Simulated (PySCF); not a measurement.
**Energy profile**

The step: BH₃O ([BH2][OH]) + H₂S → BH₃S ([BH2][SH]) + H₂O (still joined by a long B–O bond); bonds formed: B1–S6, O2–H5; bonds broken: H5–S6; bonds weakened to dative contacts: B1–O2 (atoms numbered as in the saddle structure below).

```csv
atom,x (Å),y (Å),z (Å)
B1,-0.5180,-0.2331,-0.4367
O2,0.7318,0.5655,-0.7885
H3,-0.4655,-1.3772,-0.7838
H4,-1.5399,0.3753,-0.6072
H5,0.7578,0.5862,0.5585
S6,-0.1468,-0.1351,1.5794
H7,0.5065,1.4145,-1.1795
H8,0.6739,-1.1962,1.6578
```

Electronic energies by CCSD(T) at an estimated basis limit (MP2 extrapolated from triple and quadruple zeta, plus CCSD(T) − MP2 in triple zeta), on PBE0-D4/def2-TZVP structures; BH$_{5}$SO, singlet; no counterpoise correction. Computed with PySCF 2.14 with density fitting (its default auxiliary sets; JK sets also for MP2 and CCSD(T)) (basis: def2-TZVPP and def2-QZVPP); correlated methods freeze the cores. Extrapolation: Hartree–Fock as exp(−7.88 √X), correlation as X^−2.97.

(1) Give the profile in kJ/mol, counted from the separated reactants. (Judge from chemistry; the value comes from the calculation.)

T1 diagnostic: at most 0.015.

Results:

(1) The calculation gives:
```json
{"point": "separated: BH$_{3}$O (linked as [BH2][OH]; B1, O2, H3, H4, H7; singlet) + H$_{2}$S (H5, S6, H8; singlet)", "kJ/mol": "0.0"}
{"point": "start structure", "kJ/mol": "-7.2"}
{"point": "saddle", "kJ/mol": "86.8"}
{"point": "end structure", "kJ/mol": "16.9"}
{"point": "separated: BH$_{3}$S (linked as [BH2][SH]; B1, H3, H4, S6, H8; singlet) + H$_{2}$O (O2, H5, H7; singlet)", "kJ/mol": "39.8"}
```

For scale, one of the runs: CCSD(T)/def2-TZVPP, 174 basis functions, launched by `OMP_NUM_THREADS=4 python run.py`. The run took 2.9 min on 4 CPU threads of an Arm Neoverse V1 (shared host), with 1.5 GiB of host memory at its peak.
